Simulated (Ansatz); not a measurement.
**CH4BN (SMILES B1CN1): functionals against CCSD(T) at one geometry**

The task here is to estimate one member of a computed series from the others.

Computed with Ansatz 0.2.0, Gaussian basis. Level: single points in def2-TZVPP.

Correlated methods freeze the cores.

### Where the work starts

SMILES `B1CN1`, 7 atoms, charge 0, spin multiplicity 1.

Atoms are counted from 1 here; the program's logs count them from 0.

Bond lengths: B1–C2 1.572 Å, B1–N3 1.315 Å, B1–H4 1.200 Å, C2–N3 1.286 Å, C2–H5 1.268 Å, C2–H6 1.248 Å, N3–H7 1.067 Å. Angles: C2–B1–N3 52.0°, C2–B1–H4 142.9°, N3–B1–H4 163.4°, B1–C2–N3 53.7°, B1–C2–H5 108.5°, B1–C2–H6 137.8°, N3–C2–H5 118.0°, N3–C2–H6 121.0°, H5–C2–H6 108.5°, B1–N3–C2 74.4°, B1–N3–H7 143.7°, C2–N3–H7 141.8°.

Geometry (Å):

```
B    -0.7758   -0.4999   -0.4125
C     0.2031    0.5502    0.2287
N     0.3884   -0.7206    0.1586
H    -1.7645   -0.6003   -1.0852
H     0.6817    1.2728   -0.6974
H     0.3263    1.1590    1.3108
H     1.1066   -1.4768    0.3833
```

The first run:

Input file run/in.yaml:

```yaml
crystal:
  periodic: [false, false, false]
  atoms:
    - {symbol: B, position_ang: [-0.775800, -0.499900, -0.412500]}
    - {symbol: C, position_ang: [0.203100, 0.550200, 0.228700]}
    - {symbol: N, position_ang: [0.388400, -0.720600, 0.158600]}
    - {symbol: H, position_ang: [-1.764500, -0.600300, -1.085200]}
    - {symbol: H, position_ang: [0.681700, 1.272800, -0.697400]}
    - {symbol: H, position_ang: [0.326300, 1.159000, 1.310800]}
    - {symbol: H, position_ang: [1.106600, -1.476800, 0.383300]}
basis:
  gaussian: {orbitals: def2-TZVPP}
correlation: {method: ccsd_t}
output: {forces: true}
```

The command line of these runs was not kept.

Steps of the session up to this table: CCSD(T)/def2-TZVPP; PBE0-D4/def2-TZVPP; wB97M-V/def2-TZVPP; r2SCAN-D4/def2-TZVPP; PBE-D4/def2-TZVPP; CAM-B3LYP-D4/def2-TZVPP; SPW92/def2-TZVPP.

One table of the session follows, with a row left open; its other results are not shown here.

```
      method  RMS force component (eV/Å)  angle to CCSD(T) forces (°)  dipole (D)
     CCSD(T)                       3.640                    reference        1.65
     PBE0-D4                       3.361                          2.5        1.63
     wB97M-V                       3.479                          1.9        1.67
   r2SCAN-D4                       3.345                          1.7        1.64
      PBE-D4                       3.325                          1.6        1.62
CAM-B3LYP-D4                       3.374                          3.3        1.63
       SPW92                           ?                            ?           ?
```

**Question.** Estimate the row for SPW92.

The run gave: RMS force component (eV/Å): 3.090; angle to CCSD(T) forces (°): 3.6; dipole (D): 1.60. In the column «RMS force component (eV/Å)» it is the lowest.
